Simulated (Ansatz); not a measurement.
Geometry optimisation, Ansatz 0.2.0, RKS PBE-D4/def2-SVP.

input.yaml

```yaml
crystal:
  periodic: [false, false, false]
  atoms:
    - { symbol: Si, position_ang: [0.0, 0.0, 0.0] }
    - { symbol: H, position_ang: [0.0, 0.0, 1.81] }
    - { symbol: H, position_ang: [1.3768, 0.0, -0.4862] }
    - { symbol: H, position_ang: [-0.6877, 1.1914, -0.4862] }
    - { symbol: Cl, position_ang: [-1.0032, -1.7381, -0.7093] }
    - { symbol: F, position_ang: [0.7033, -1.65, 0.596] }
    - { symbol: H, position_ang: [0.3817, -0.8956, 1.693] }
basis:
  gaussian: { orbitals: def2-SVP }
hamiltonian:
  xc: pbe
  dispersion: d4
relax:
  f_tol: 0.15
  max_steps: 25
  restrain:
    - { distance: [0, 5], at: 2.79, k: 30.0 }
    - { distance: [6, 1], at: 1.86, k: 30.0 }
    - { distance: [0, 1], at: 1.46, k: 30.0 }
    - { distance: [6, 5], at: 0.92, k: 30.0 }
```

Run as:

```bash
$ ansatz run input.yaml --threads 1 --pin off --max-ram 2048MiB --backend cpu --events-out ev --progress --plain --runs-dir out
```

Q: Where does it end, and by what steps?

A: It converged. The restraints hold the end off the free minimum; the threshold counts their pulls, which the force column leaves out. Restrained pairs: Si1–F6 (1.89 → 2.80 Å), H2–H7 (0.98 → 1.87 Å), Si1–H2 (1.81 → 1.48 Å), F6–H7 (1.37 → 0.93 Å). After 7 steps the energy has fallen by 3.182 eV (the restraints' own energy left out); F6 moved furthest, 0.88 Å.

```
step  energy less start (eV)  largest force component (eV/Å)  accepted
   0                  0.0000                           4.656       yes
   1                 -1.0092                           5.004       yes
   2                 -1.9247                           4.434       yes
   3                 -2.5212                           3.357       yes
   4                 -3.0484                           0.949       yes
   5                 -3.1645                           0.475       yes
   6                 -3.1754                           0.837       yes
   7                 -3.1816                           0.643       yes
```

```xyz
7
Properties=species:S:1:pos:R:3
Si -0.114 0.146 -0.084
H -0.178 0.110 1.391
H 1.289 0.107 -0.596
H -0.755 1.433 -0.518
Cl -1.254 -1.419 -0.848
F 1.211 -1.924 1.255
H 0.572 -1.545 1.815
```

Run time: 26 s on 1 thread of Arm Neoverse N1, with other jobs on the host, peak memory 0.13 GiB.
